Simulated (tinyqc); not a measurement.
Worked calculation: RHF in the sto-3g basis, for LiH, spin multiplicity 1. Computed by tinyqc, a small Python program that keeps every step (integrals from PySCF). Settings: charge = 0, multiplicity = 1, basis = sto-3g, energy threshold = 1e-09, iteration cap = 69, orthogonalisation = canonical, start = core, DIIS depth = 0, method = RHF. Command: `OMP_NUM_THREADS=1 python tinyqc.py 21303 21304 out.jsonl` (the two numbers bound the seeds that draw the settings). One thread of a shared host (Intel(R) Xeon(R) Processor @ 2.60GHz), about 0.06 s of CPU time with the checks. Later iterations appear only in the table of the cycle.

## One-electron integrals

Geometry (angstrom):
```
atom         x         y         z
Li    0.000000  0.000000  0.000000
H     0.000000  0.000000  1.658000
```

Basis sto-3g: exponents (1/bohr^2) and contraction coefficients of normalised primitives:
```
element  l (shell)   exponent  coefficient
Li           s (1)  16.119575     0.154329
Li           s (1)   2.936201     0.535328
Li           s (1)   0.794651     0.444635
Li           s (2)   0.636290    -0.099967
Li           s (2)   0.147860     0.399513
Li           s (2)   0.048089     0.700115
Li           p (3)   0.636290     0.155916
Li           p (3)   0.147860     0.607684
Li           p (3)   0.048089     0.391957
H            s (1)   3.425251     0.154329
H            s (1)   0.623914     0.535328
H            s (1)   0.168855     0.444635
```

Overlap, kinetic and nuclear-attraction integrals over the contracted functions; the nuclear repulsion is the sum of Za Zb / Rab.

nuclear repulsion = 0.95749797 hartree

overlap S, order 1Li 1s, 1Li 2s, 1Li 2px, 1Li 2py, 1Li 2pz, 2H 1s:
```
[[1.000000, 0.241137, 0.000000, 0.000000, 0.000000, 0.058752],
 [0.241137, 1.000000, 0.000000, 0.000000, 0.000000, 0.380807],
 [0.000000, 0.000000, 1.000000, 0.000000, 0.000000, 0.000000],
 [0.000000, 0.000000, 0.000000, 1.000000, 0.000000, 0.000000],
 [0.000000, 0.000000, 0.000000, 0.000000, 1.000000, 0.501564],
 [0.058752, 0.380807, 0.000000, 0.000000, 0.501564, 1.000000]]
```

kinetic energy T (hartree), order 1Li 1s, 1Li 2s, 1Li 2px, 1Li 2py, 1Li 2pz, 2H 1s:
```
[[3.576786, -0.020237, 0.000000, 0.000000, 0.000000, -0.014680],
 [-0.020237, 0.102163, 0.000000, 0.000000, 0.000000, 0.038339],
 [0.000000, 0.000000, 0.319682, 0.000000, 0.000000, 0.000000],
 [0.000000, 0.000000, 0.000000, 0.319682, 0.000000, 0.000000],
 [0.000000, 0.000000, 0.000000, 0.000000, 0.319682, 0.119696],
 [-0.014680, 0.038339, 0.000000, 0.000000, 0.119696, 0.760032]]
```

nuclear attraction V (hartree), order 1Li 1s, 1Li 2s, 1Li 2px, 1Li 2py, 1Li 2pz, 2H 1s:
```
[[-8.302047, -1.041304, 0.000000, 0.000000, -0.014995, -0.251509],
 [-1.041304, -1.491676, 0.000000, 0.000000, -0.118912, -0.696083],
 [0.000000, 0.000000, -1.450129, 0.000000, 0.000000, 0.000000],
 [0.000000, 0.000000, 0.000000, -1.450129, 0.000000, 0.000000],
 [-0.014995, -0.118912, 0.000000, 0.000000, -1.545520, -0.928492],
 [-0.251509, -0.696083, 0.000000, 0.000000, -0.928492, -2.182187]]
```

core Hamiltonian H = T + V (hartree), order 1Li 1s, 1Li 2s, 1Li 2px, 1Li 2py, 1Li 2pz, 2H 1s:
```
[[-4.725261, -1.061541, 0.000000, 0.000000, -0.014995, -0.266189],
 [-1.061541, -1.389513, 0.000000, 0.000000, -0.118912, -0.657745],
 [0.000000, 0.000000, -1.130447, 0.000000, 0.000000, 0.000000],
 [0.000000, 0.000000, 0.000000, -1.130447, 0.000000, 0.000000],
 [-0.014995, -0.118912, 0.000000, 0.000000, -1.225839, -0.808796],
 [-0.266189, -0.657745, 0.000000, 0.000000, -0.808796, -1.422155]]
```

## Two-electron integrals

Functions are numbered as in S; the eight-fold symmetry (ij|kl) = (ji|kl) = (kl|ij) leaves the list below.

Two-electron integrals (ij|kl) in chemists' order, unique and non-zero (hartree):
```
(11|11) 1.680395   (21|11) 0.265420   (21|21) 0.049941   (22|11) 0.397727
(22|21) 0.092860   (22|22) 0.290562   (31|31) 0.008981   (32|31) 0.013788
(32|32) 0.064184   (33|11) 0.396640   (33|21) 0.092880   (33|22) 0.290497
(33|33) 0.312946   (41|41) 0.008981   (42|41) 0.013788   (42|42) 0.064184
(43|43) 0.016869   (44|11) 0.396640   (44|21) 0.092880   (44|22) 0.290497
(44|33) 0.279207   (44|44) 0.312946   (51|51) 0.008981   (52|51) 0.013788
(52|52) 0.064184   (53|53) 0.016869   (54|54) 0.016869   (55|11) 0.396640
(55|21) 0.092880   (55|22) 0.290497   (55|33) 0.279207   (55|44) 0.279207
(55|55) 0.312946   (61|11) 0.062788   (61|21) 0.011876   (61|22) 0.022489
(61|33) 0.022225   (61|44) 0.022225   (61|51) 0.001406   (61|52) 0.002729
(61|55) 0.023026   (61|61) 0.003088   (62|11) 0.141691   (62|21) 0.033450
(62|22) 0.109954   (62|33) 0.104360   (62|44) 0.104360   (62|51) 0.005439
(62|52) 0.032468   (62|55) 0.121027   (62|61) 0.009496   (62|62) 0.068261
(63|31) 0.002737   (63|32) 0.012588   (63|53) 0.005050   (63|63) 0.004987
(64|41) 0.002737   (64|42) 0.012588   (64|54) 0.005050   (64|64) 0.004987
(65|11) 0.173857   (65|21) 0.041489   (65|22) 0.141587   (65|33) 0.132047
(65|44) 0.132047   (65|51) 0.008447   (65|52) 0.049703   (65|55) 0.160498
(65|61) 0.012268   (65|62) 0.096391   (65|65) 0.138139   (66|11) 0.318233
(66|21) 0.076456   (66|22) 0.275516   (66|33) 0.251463   (66|44) 0.251463
(66|51) 0.014331   (66|52) 0.103816   (66|55) 0.323289   (66|61) 0.022694
(66|62) 0.212969   (66|65) 0.312562   (66|66) 0.774606
```

## Orthogonalisation

S = U s U^T; canonical form X = U s^(-1/2), so that X^T S X = 1. Each column of U has its largest component positive (the first on a tie).

eigenvalues of S: [0.363510, 0.799583, 1.000000, 1.000000, 1.172623, 1.664284]

X, order 1Li 1s, 1Li 2s, 1Li 2px, 1Li 2py, 1Li 2pz, 2H 1s:
```
[[0.180490, 0.796934, 0.000000, 0.000000, 0.603196, 0.179604],
 [-0.756736, -0.618749, 0.000000, 0.000000, 0.472670, 0.366649],
 [0.000000, 0.000000, 0.955869, 0.293795, 0.000000, 0.000000],
 [0.000000, 0.000000, -0.293795, 0.955869, 0.000000, 0.000000],
 [-0.906641, 0.447950, 0.000000, 0.000000, -0.487242, 0.397045],
 [1.150536, -0.178994, 0.000000, 0.000000, -0.167694, 0.525857]]
```

Within a degenerate level the vectors are fixed only up to a rotation; this is one choice.

## Starting guess

The start is the orbitals of the core Hamiltonian; D = 2 C_occ C_occ^T.

D at the start, order 1Li 1s, 1Li 2s, 1Li 2px, 1Li 2py, 1Li 2pz, 2H 1s:
```
[[2.044881, -0.118150, 0.000000, 0.000000, -0.067131, -0.130903],
 [-0.118150, 0.202728, 0.000000, 0.000000, 0.208427, 0.416017],
 [0.000000, 0.000000, 0.000000, 0.000000, 0.000000, 0.000000],
 [0.000000, 0.000000, 0.000000, 0.000000, 0.000000, 0.000000],
 [-0.067131, 0.208427, 0.000000, 0.000000, 0.215780, 0.430779],
 [-0.130903, 0.416017, 0.000000, 0.000000, 0.430779, 0.860003]]
```

## Iteration 1: building the Fock matrix

J_ij = sum D_kl (ij|kl), K_ij = sum D_kl (ik|jl); F = H + J - 0.5 K; E = tr D H + tr D J / 2 - 0.25 tr D K + E_nn.

Coulomb J (hartree), order 1Li 1s, 1Li 2s, 1Li 2px, 1Li 2py, 1Li 2pz, 2H 1s:
```
[[4.064629, 0.696039, 0.000000, 0.000000, 0.028302, 0.173242],
 [0.696039, 1.357477, 0.000000, 0.000000, 0.183308, 0.663557],
 [0.000000, 0.000000, 1.319310, 0.000000, 0.000000, 0.000000],
 [0.000000, 0.000000, 0.000000, 1.319310, 0.000000, 0.000000],
 [0.028302, 0.183308, 0.000000, 0.000000, 1.426531, 0.893440],
 [0.173242, 0.663557, 0.000000, 0.000000, 0.893440, 1.906357]]
```

exchange K (hartree), order 1Li 1s, 1Li 2s, 1Li 2px, 1Li 2py, 1Li 2pz, 2H 1s:
```
[[3.382862, 0.526516, 0.000000, 0.000000, 0.014564, 0.141540],
 [0.526516, 0.322342, 0.000000, 0.000000, 0.289474, 0.485165],
 [0.000000, 0.000000, 0.050156, 0.000000, 0.000000, 0.000000],
 [0.000000, 0.000000, 0.000000, 0.050156, 0.000000, 0.000000],
 [0.014564, 0.289474, 0.000000, 0.000000, 0.391868, 0.623982],
 [0.141540, 0.485165, 0.000000, 0.000000, 0.623982, 1.192959]]
```

Fock matrix F (hartree), order 1Li 1s, 1Li 2s, 1Li 2px, 1Li 2py, 1Li 2pz, 2H 1s:
```
[[-2.352063, -0.628760, 0.000000, 0.000000, 0.006024, -0.163716],
 [-0.628760, -0.193207, 0.000000, 0.000000, -0.080341, -0.236771],
 [0.000000, 0.000000, 0.163784, 0.000000, 0.000000, 0.000000],
 [0.000000, 0.000000, 0.000000, 0.163784, 0.000000, 0.000000],
 [0.006024, -0.080341, 0.000000, 0.000000, 0.004758, -0.227347],
 [-0.163716, -0.236771, 0.000000, 0.000000, -0.227347, -0.112277]]
```

total energy of this density = -7.83405034 hartree

## Iteration 1: diagonalisation and new density

Diagonalise F' = X^T F X, C = X C', fill 2 alpha and 2 beta electrons from the bottom; D = 2 C_occ C_occ^T. Each column has its largest component positive (the first on a tie).

F' = X^T F X (hartree):
```
[[0.546161, -0.142293, 0.000000, 0.000000, -0.103443, -0.048632],
 [-0.142293, -0.870775, 0.000000, 0.000000, -1.090407, -0.394488],
 [0.000000, 0.000000, 0.163784, 0.000000, 0.000000, 0.000000],
 [0.000000, 0.000000, 0.000000, 0.163784, 0.000000, 0.000000],
 [-0.103443, -1.090407, 0.000000, 0.000000, -1.192549, -0.489465],
 [-0.048632, -0.394488, 0.000000, 0.000000, -0.489465, -0.454644]]
```

orbital energies (hartree): [-2.353843, -0.247010, 0.068586, 0.163784, 0.163784, 0.560460]

coefficients C, order 1Li 1s, 1Li 2s, 1Li 2px, 1Li 2py, 1Li 2pz, 2H 1s:
```
[[0.992942, -0.152903, -0.210321, 0.000000, 0.000000, 0.101173],
 [0.026430, 0.422252, 0.810808, 0.000000, 0.000000, -0.690610],
 [0.000000, 0.000000, 0.000000, -0.454043, 0.890980, 0.000000],
 [0.000000, 0.000000, 0.000000, 0.890980, 0.454043, 0.000000],
 [-0.003676, 0.369047, -0.606428, 0.000000, 0.000000, -0.955899],
 [0.005047, 0.561293, -0.105833, 0.000000, 0.000000, 1.155051]]
```

D after iteration 1, order 1Li 1s, 1Li 2s, 1Li 2px, 1Li 2py, 1Li 2pz, 2H 1s:
```
[[2.018626, -0.076640, 0.000000, 0.000000, -0.120157, -0.161623],
 [-0.076640, 0.357991, 0.000000, 0.000000, 0.311468, 0.474282],
 [0.000000, 0.000000, 0.000000, 0.000000, 0.000000, 0.000000],
 [0.000000, 0.000000, 0.000000, 0.000000, 0.000000, 0.000000],
 [-0.120157, 0.311468, 0.000000, 0.000000, 0.272419, 0.414250],
 [-0.161623, 0.474282, 0.000000, 0.000000, 0.414250, 0.630151]]
```

Within a degenerate level the vectors are fixed only up to a rotation; this is one choice.

## Iteration 2: building the Fock matrix

As before.

Coulomb J (hartree), order 1Li 1s, 1Li 2s, 1Li 2px, 1Li 2py, 1Li 2pz, 2H 1s:
```
[[4.060523, 0.697119, 0.000000, 0.000000, 0.027165, 0.173084],
 [0.697119, 1.359734, 0.000000, 0.000000, 0.173183, 0.647888],
 [0.000000, 0.000000, 1.326156, 0.000000, 0.000000, 0.000000],
 [0.000000, 0.000000, 0.000000, 1.326156, 0.000000, 0.000000],
 [0.027165, 0.173183, 0.000000, 0.000000, 1.419730, 0.866810],
 [0.173084, 0.647888, 0.000000, 0.000000, 0.866810, 1.820358]]
```

exchange K (hartree), order 1Li 1s, 1Li 2s, 1Li 2px, 1Li 2py, 1Li 2pz, 2H 1s:
```
[[3.365812, 0.549553, 0.000000, 0.000000, -0.002101, 0.136961],
 [0.549553, 0.371483, 0.000000, 0.000000, 0.304086, 0.487782],
 [0.000000, 0.000000, 0.061972, 0.000000, 0.000000, 0.000000],
 [0.000000, 0.000000, 0.000000, 0.061972, 0.000000, 0.000000],
 [-0.002101, 0.304086, 0.000000, 0.000000, 0.388683, 0.585717],
 [0.136961, 0.487782, 0.000000, 0.000000, 0.585717, 1.065698]]
```

Fock matrix F (hartree), order 1Li 1s, 1Li 2s, 1Li 2px, 1Li 2py, 1Li 2pz, 2H 1s:
```
[[-2.347643, -0.639199, 0.000000, 0.000000, 0.013220, -0.161585],
 [-0.639199, -0.215520, 0.000000, 0.000000, -0.097772, -0.253748],
 [0.000000, 0.000000, 0.164723, 0.000000, 0.000000, 0.000000],
 [0.000000, 0.000000, 0.000000, 0.164723, 0.000000, 0.000000],
 [0.013220, -0.097772, 0.000000, 0.000000, -0.000450, -0.234844],
 [-0.161585, -0.253748, 0.000000, 0.000000, -0.234844, -0.134646]]
```

total energy of this density = -7.85854019 hartree

## Iteration 2: diagonalisation and new density

As before.

F' = X^T F X (hartree):
```
[[0.522305, -0.139819, 0.000000, 0.000000, -0.099525, -0.042467],
 [-0.139819, -0.856343, 0.000000, 0.000000, -1.092053, -0.379000],
 [0.000000, 0.000000, 0.164723, 0.000000, 0.000000, 0.000000],
 [0.000000, 0.000000, 0.000000, 0.164723, 0.000000, 0.000000],
 [-0.099525, -1.092053, 0.000000, 0.000000, -1.198910, -0.492276],
 [-0.042467, -0.379000, 0.000000, 0.000000, -0.492276, -0.479206]]
```

orbital energies (hartree): [-2.350168, -0.275246, 0.076752, 0.164723, 0.164723, 0.536507]

coefficients C, order 1Li 1s, 1Li 2s, 1Li 2px, 1Li 2py, 1Li 2pz, 2H 1s:
```
[[0.991446, -0.159074, -0.213392, 0.000000, 0.000000, 0.099892],
 [0.032333, 0.443399, 0.806581, 0.000000, 0.000000, -0.682002],
 [0.000000, 0.000000, 0.000000, 0.953043, 0.302835, 0.000000],
 [0.000000, 0.000000, 0.000000, -0.302835, 0.953043, 0.000000],
 [-0.005670, 0.360249, -0.606775, 0.000000, 0.000000, -0.959020],
 [0.003577, 0.553151, -0.127454, 0.000000, 0.000000, 1.156799]]
```

D after iteration 2, order 1Li 1s, 1Li 2s, 1Li 2px, 1Li 2py, 1Li 2pz, 2H 1s:
```
[[2.016539, -0.076954, 0.000000, 0.000000, -0.125855, -0.168890],
 [-0.076954, 0.395296, 0.000000, 0.000000, 0.319101, 0.490764],
 [0.000000, 0.000000, 0.000000, 0.000000, 0.000000, 0.000000],
 [0.000000, 0.000000, 0.000000, 0.000000, 0.000000, 0.000000],
 [-0.125855, 0.319101, 0.000000, 0.000000, 0.259622, 0.398503],
 [-0.168890, 0.490764, 0.000000, 0.000000, 0.398503, 0.611978]]
```

Within a degenerate level the vectors are fixed only up to a rotation; this is one choice.

## Iteration 14 (converged): orbitals

converged F (hartree), order 1Li 1s, 1Li 2s, 1Li 2px, 1Li 2py, 1Li 2pz, 2H 1s:
```
[[-2.347623, -0.640037, 0.000000, 0.000000, 0.014371, -0.160568],
 [-0.640037, -0.225054, 0.000000, 0.000000, -0.099974, -0.259911],
 [0.000000, 0.000000, 0.163924, 0.000000, 0.000000, 0.000000],
 [0.000000, 0.000000, 0.000000, 0.163924, 0.000000, 0.000000],
 [0.014371, -0.099974, 0.000000, 0.000000, 0.006002, -0.231234],
 [-0.160568, -0.259911, 0.000000, 0.000000, -0.231234, -0.138946]]
```

As before.

F' = X^T F X (hartree):
```
[[0.516910, -0.139744, 0.000000, 0.000000, -0.097654, -0.043311],
 [-0.139744, -0.858189, 0.000000, 0.000000, -1.092382, -0.371400],
 [0.000000, 0.000000, 0.163924, 0.000000, 0.000000, 0.000000],
 [0.000000, 0.000000, 0.000000, 0.163924, 0.000000, 0.000000],
 [-0.097654, -1.092382, 0.000000, 0.000000, -1.198400, -0.496923],
 [-0.043311, -0.371400, 0.000000, 0.000000, -0.496923, -0.481924]]
```

orbital energies (hartree): [-2.350219, -0.280273, 0.077662, 0.163924, 0.163924, 0.531227]

coefficients C, order 1Li 1s, 1Li 2s, 1Li 2px, 1Li 2py, 1Li 2pz, 2H 1s:
```
[[0.991299, -0.163584, -0.210755, 0.000000, 0.000000, 0.099665],
 [0.032981, 0.460261, 0.798856, 0.000000, 0.000000, -0.679889],
 [0.000000, 0.000000, 0.000000, 0.369898, 0.929072, 0.000000],
 [0.000000, 0.000000, 0.000000, 0.929072, -0.369898, 0.000000],
 [-0.005910, 0.343990, -0.611078, 0.000000, 0.000000, -0.962250],
 [0.003141, 0.552737, -0.144729, 0.000000, 0.000000, 1.154964]]
```

D after iteration 14, order 1Li 1s, 1Li 2s, 1Li 2px, 1Li 2py, 1Li 2pz, 2H 1s:
```
[[2.018867, -0.085195, 0.000000, 0.000000, -0.124259, -0.174609],
 [-0.085195, 0.425855, 0.000000, 0.000000, 0.316261, 0.509014],
 [0.000000, 0.000000, 0.000000, 0.000000, 0.000000, 0.000000],
 [0.000000, 0.000000, 0.000000, 0.000000, 0.000000, 0.000000],
 [-0.124259, 0.316261, 0.000000, 0.000000, 0.236728, 0.380235],
 [-0.174609, 0.509014, 0.000000, 0.000000, 0.380235, 0.611057]]
```

Within a degenerate level the vectors are fixed only up to a rotation; this is one choice.

## Convergence

Stop when the energy changes by less than 1e-09 hartree and every element of the error matrix X^T (F D S - S D F) X is below 9e-06.

Course of the cycle:
```
iteration  E (hartree)     change  largest element of the error matrix
1          -7.83405034          -                             1.79e-01
2          -7.85854019  -2.45e-02                             2.11e-02
3          -7.85927829  -7.38e-04                             6.25e-03
4          -7.85941114  -1.33e-04                             3.07e-03
5          -7.85944803  -3.69e-05                             1.60e-03
6          -7.85945850  -1.05e-05                             8.46e-04
7          -7.85946146  -2.96e-06                             4.49e-04
8          -7.85946229  -8.33e-07                             2.38e-04
9          -7.85946252  -2.34e-07                             1.26e-04
10         -7.85946259  -6.57e-08                             6.67e-05
11         -7.85946261  -1.85e-08                             3.54e-05
12         -7.85946261  -5.18e-09                             1.87e-05
13         -7.85946261  -1.45e-09                             9.92e-06
14         -7.85946261  -4.08e-10                             5.25e-06
```

PySCF RHF in the same basis = -7.85946261 hartree

Converged in 14 iterations.

## Populations, bond orders and dipole

Mulliken: Z minus the diagonal of D S on the atom; Loewdin: the same with S^(1/2) D S^(1/2); Mayer order: 2 sum_s sum (D(s) S)_ij (D(s) S)_ji over the two atoms.

Charges (e):
```
atom   Mulliken    Loewdin
1Li   -0.014653  -0.012056
2H     0.014653   0.012056
```

Mayer bond orders:
```
pair     order
2-1   0.999785
```

dipole moment about the origin, x y z (debye): [0.000000, 0.000000, -4.874472]
